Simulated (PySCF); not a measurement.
Consider boron dihydride, `[BH2]` (BH2•, doublet). Numbering: `[BH2:1]`

These are calculated values, PBE0-D3(BJ)/ma-def2-TZVP in PySCF (grid level 2) at geometries from PBE0-D3(BJ)/ma-def2-SVP. The prefix ma- adds one diffuse s and one diffuse p function on all atoms but H. Thermal corrections: PBE0-D3(BJ)/ma-def2-SVP frequencies, unscaled, ideal gas at 298.15 K and 1 bar, quasi-RRHO entropy.

(1) What are the vertical and the adiabatic ionisation energy for forming the singlet cation?

(2) What are the vertical and the adiabatic electron affinity for forming the triplet anion?

(3) Where does the unpaired spin of the relaxed triplet anion sit?

## Answers

(1) 9.22 eV vertical and 8.43 eV adiabatic, the latter with zero-point energy.

(2) 0.39 eV vertical and 0.41 eV adiabatic, the latter with zero-point energy.

(3) B1 (boron) 2.05 (intrinsic atomic orbital populations).

---

Consider isocyanate, `[N-]=C=O` ([CNO]-). Numbering: `[N-:1]=[C:2]=[O:3]`

Energies: B3LYP-D3(BJ)/ma-def2-TZVP (PySCF, density fitting, integration grid level 2) on PBE0-D3(BJ)/ma-def2-SVP structures. The prefix ma- adds one diffuse s and one diffuse p function on all atoms but H. Thermal corrections: PBE0-D3(BJ)/ma-def2-SVP frequencies, unscaled, ideal gas at 298.15 K and 1 bar, quasi-RRHO entropy.

Q: What are the vertical and the adiabatic detachment energy for forming the radical?

A: 3.63 eV vertical and 3.52 eV adiabatic, the latter with zero-point energy.

Q: Where does the unpaired spin of the relaxed radical sit?

A: N1 (nitrogen) 0.71, O3 (carbonyl oxygen) 0.36 (intrinsic atomic orbital populations).

Q: How far is −ε(HOMO) from the vertical value by ΔSCF?

A: −ε(HOMO) = 0.84 eV, which is 2.79 eV below the ΔSCF value.

---

Consider `[BH2-]C#N` ([CH2BN]-•, doublet). Atom numbers as in the mapped SMILES `[BH2-:1][C:2]#[N:3]`.

Computed at PBE0-D3(BJ)/ma-def2-TZVP // PBE0-D3(BJ)/ma-def2-SVP with PySCF (density fitting, grid level 2). Zero-point and thermal terms (298.15 K, 1 bar) come from unscaled PBE0-D3(BJ)/ma-def2-SVP harmonic frequencies, with soft modes damped to free rotors in the entropy.

Problem. What are the vertical and the adiabatic detachment energy for forming the singlet neutral?

Solution. 1.40 eV vertical and 1.40 eV adiabatic, the latter with zero-point energy.
